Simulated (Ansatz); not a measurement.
Solid iodine was calculated with PBE-D4 (PAW; Ansatz, an electronic-structure program).

Numerical settings: plane-wave cutoff 500 eV, 6×6×4 k mesh (along the axes of the cell as run), gaussian smearing 0.02 eV, scalar-relativistic PAW data made under PBE.

Computed at the level's own relaxed cell.

Question: What does this level give for the volume per atom, equilibrium lattice constant a, lattice parameter b and lattice parameter c?

Answer: 
- volume per atom: 39.40 Å³/atom
- equilibrium lattice constant a: 7.288 Å
- lattice parameter b: 4.481 Å
- lattice parameter c: 9.651 Å

Spin–orbit coupling is not included.
